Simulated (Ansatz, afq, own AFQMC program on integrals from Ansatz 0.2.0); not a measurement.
**Ga₂H₂, triplet: AFQMC among the cluster methods**

```
atom   x (Å)    y (Å)    z (Å)
  Ga  0.0000   0.0000  -1.7666
  Ga  0.0000   0.0000   6.6044
   H  0.0000   1.4216  -2.4190
   H  0.0000  -1.4216  -2.4190
```

Connectivity, by distances: GaH2 ··· Ga.

Basis cc-pVDZ. Noble-gas cores (and the filled d shells of Ga–Kr and In–Xe) are frozen. Integrals, coupled cluster, full CI and functionals: Ansatz 0.2.0; the random walks run on the same integrals in our own AFQMC program. ph-AFQMC/CISD is guided by a CISD state made of CCSD amplitudes; releasing the constraint for a short imaginary time cuts its bias at the price of noise, slowly where states lie close. Uncertainties: one standard error, sampling alone. No spin–orbit coupling.

Determinant: UHF, the one that the program's search chose, which needn't be the lowest solution. The geometry is a point of a scan.

No full CI on the walks' own integrals is used here; CCSDT(Q) serves as the reference and is uncertain by about the last step of the cluster series.

Cautions: no relativity below Rb; no spin-orbit coupling; inner d shell frozen; lower spins were not checked.

* T1 diagnostic: 0.0116
* weight of the determinant in the CISD state: 0.898
* ⟨S²⟩ of the determinant: 2.014
* size of the correlated space: 8 electrons in 36 orbitals

```tsv
level	correlation energy (eV)
MP2	-2.2954
CCSD	-3.2016
CCSD(T)	-3.2440
```

(1) Estimate where phaseless AFQMC with a CISD trial lies against CCSD(T) on the same integrals.

(1) 0.21 ± 0.10 kcal/mol below CCSD(T).

Reference: CCSDT(Q), correlation energy -3.262 eV. The released energy is read at 2.40 1/Eh (meV from the phaseless value at times in 1/Eh: -3 ± 5 at 0.24, -6 ± 4 at 0.51, -8 ± 4 at 0.99, -16 ± 5 at 1.62, -14 ± 6 at 2.40).

```csv
level,E − E(reference) (kcal/mol),share of correlation (%)
CCSD(T),0.42,99.44
CCSDT,0.01,99.99
ph-AFQMC/HF,0.78 ± 0.76,98.96
ph-AFQMC/CISD,0.21 ± 0.10,99.72
released AFQMC,-0.11 ± 0.13,100.14
```

A walk keeps the symmetry of its determinant, which the program's search chose and which needn't be the lowest solution, so a lower state of the same spin and another symmetry isn't excluded. Released energies are given only where the last usable release times agree within the noise; a slower fall can still hide under it.
